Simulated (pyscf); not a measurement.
## Hydrogen abstraction: Cl–CH₂–Cl + CH₃• -> Cl–CH•–Cl + CH₄

Gas phase, doublet surface, charge 0. Bonds broken: C2–H4. Bonds formed: H4–C6. Single points on ωB97X-D3(BJ)/def2-SVP structures (PySCF, gas phase).

Transition state (Å):

```xyz
9

Cl    -0.1715    -0.6865     1.8917
C     -1.2053    -0.6550     0.4805
Cl    -1.2655    -2.1657    -0.3999
H     -0.6945     0.2216    -0.3292
H     -2.2153    -0.3229     0.7483
C     -0.0543     1.0885    -1.1939
H      0.8556     0.5339    -1.4531
H     -0.7552     1.2212    -2.0267
H      0.1205     1.9904    -0.5953
```

One imaginary mode, 1806i cm⁻¹; descent along it reached the two sides named.

```csv
bond,change,reactant side (Å),saddle,product side
C2–H4,breaks,1.096,1.298,3.4
H4–C6,forms,2.8,1.382,1.100
```

Electronic energies relative to the separated reactants (kcal/mol):

```
level                   barrier  reaction energy  reverse barrier
----------------------  -------  ---------------  ---------------
ωB97X-D3(BJ)/def2-TZVP      9.6            -11.0             20.6
PBE/def2-TZVP               3.6            -13.4             17.0
r²SCAN/def2-TZVP            7.0            -11.2             18.2
B3LYP-D3(BJ)/def2-TZVP      7.5            -11.2             18.7
PBE0-D3(BJ)/def2-TZVP       6.8            -11.3             18.2
M06-2X/def2-TZVP           10.7             -9.6             20.3
ωB97M-D3(BJ)/def2-TZVP     10.8            -10.2             21.1
HF/def2-TZVP               26.8             -5.3             32.0
```

With ωB97M-D3(BJ)/def2-TZVP energies and thermal terms (ideal gas, 1 atm, RRHO with modes under 100 cm⁻¹ raised to 100, one conformer, R ln 2 for chiral ones without a mode under 150 cm⁻¹), in kcal/mol:

```json
[
 {"T (K)": "298", "ΔH‡": "9.3", "ΔG‡": "18.0", "ΔH": "-9.5", "ΔG": "-9.7"},
 {"T (K)": "600", "ΔH‡": "9.7", "ΔG‡": "26.6", "ΔH": "-9.7", "ΔG": "-9.8"},
 {"T (K)": "900", "ΔH‡": "10.4", "ΔG‡": "34.9", "ΔH": "-9.9", "ΔG": "-9.7"},
 {"T (K)": "1200", "ΔH‡": "11.3", "ΔG‡": "43.0", "ΔH": "-10.0", "ΔG": "-9.6"}
]
```

One saddle was located; it need not be the lowest between these sides. The angle at the transferred H is 175°.
